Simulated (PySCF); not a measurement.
PySCF single point, HF/6-31G*, density fitting, C-PCM implicit methanol (electrostatics alone), on hydrogen chloride, HCl (SMILES Cl), charge 0, multiplicity 1.

```python
from pyscf import gto, scf, dft
mol = gto.M(atom='''
Cl     0.638136     0.000000     0.000000
H     -0.638136     0.000000     0.000000
''', basis='6-31G*', charge=0, spin=0, verbose=3)
mf = scf.RHF(mol)
mf = mf.density_fit()
mf = mf.PCM()
mf.with_solvent.method = 'C-PCM'
mf.with_solvent.eps = 32.66
mf.max_cycle = 100
e = mf.kernel()
print('converged', mf.converged)
print('E_total', e)
print('nao', mol.nao)
print('HOMO', mf.mo_energy[mf.mo_occ > 0].max())
mf.dip_moment()
```

It prints:

```

WARN: PCM is an experimental feature. It is still in testing.
Features and APIs may be changed in the future.

converged SCF energy = -460.063994594956
converged True
E_total -460.0639945949557
nao 20
HOMO -0.47395280302737225
Dipole moment(X, Y, Z, Debye): -1.87953,  0.00000, -0.00000
```

The total energy is -12518.98 eV, -0.16 eV from the same level's vacuum run.
